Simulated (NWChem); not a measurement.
## Basis-set convergence for propene (C₃H₆)

SMILES: CC=C
```xyz
9

C      0.2514     1.2161     0.0000
C     -0.4594    -0.0966     0.0000
C      0.1256    -1.2953     0.0000
H     -0.0241     1.8172    -0.8830
H     -0.0241     1.8172     0.8830
H      1.3441     1.0885     0.0000
H     -1.5565    -0.0506     0.0000
H      1.2160    -1.3996     0.0000
H     -0.4609    -2.2178     0.0000
```
Charge 0, spin multiplicity 1.

Program: NWChem. The geometry was optimised at PBE0/def2-SVP, a minimum by its harmonic frequencies.

Quantity: vertical ionisation energy at the level ΔMP2 (Δ: difference of total energies, the cation a doublet at the parent's geometry with its hole in an orbital of symmetry a" (Cs labels); it is the state that the SCF runs reached, from PBE0 orbitals for Hartree-Fock references, and need not be the lowest).

The correlated methods keep 3 core orbitals frozen. The Pople sets run with spherical d functions. The stability of the SCF solutions was not checked. Open-shell Hartree-Fock references start from PBE0 orbitals; any time given for them includes that run.

Costs are rough ratios of processor time within this set of runs, SCF included, with 6-31G* as 1.

```json
[
 {"basis": "6-31G*", "functions": "54", "vertical ionisation energy (eV)": "[?]", "relative cost": "1"},
 {"basis": "pcseg-1", "functions": "72", "vertical ionisation energy (eV)": "9.85", "relative cost": "under 3"},
 {"basis": "cc-pVDZ", "functions": "72", "vertical ionisation energy (eV)": "[?]", "relative cost": "under 3"},
 {"basis": "def2-SVP", "functions": "72", "vertical ionisation energy (eV)": "9.85", "relative cost": "under 3"},
 {"basis": "6-311G**", "functions": "90", "vertical ionisation energy (eV)": "9.86", "relative cost": "under 3"},
 {"basis": "def2-SVPD", "functions": "108", "vertical ionisation energy (eV)": "9.97", "relative cost": "4"},
 {"basis": "pcseg-2", "functions": "174", "vertical ionisation energy (eV)": "10.01", "relative cost": "20"},
 {"basis": "def2-TZVPP", "functions": "177", "vertical ionisation energy (eV)": "[?]", "relative cost": "20"}
]
```

Q: Complete the blanks.

A: 
- 6-31G*, vertical ionisation energy (eV): 9.56
- cc-pVDZ, vertical ionisation energy (eV): 9.81
- def2-TZVPP, vertical ionisation energy (eV): 10.03
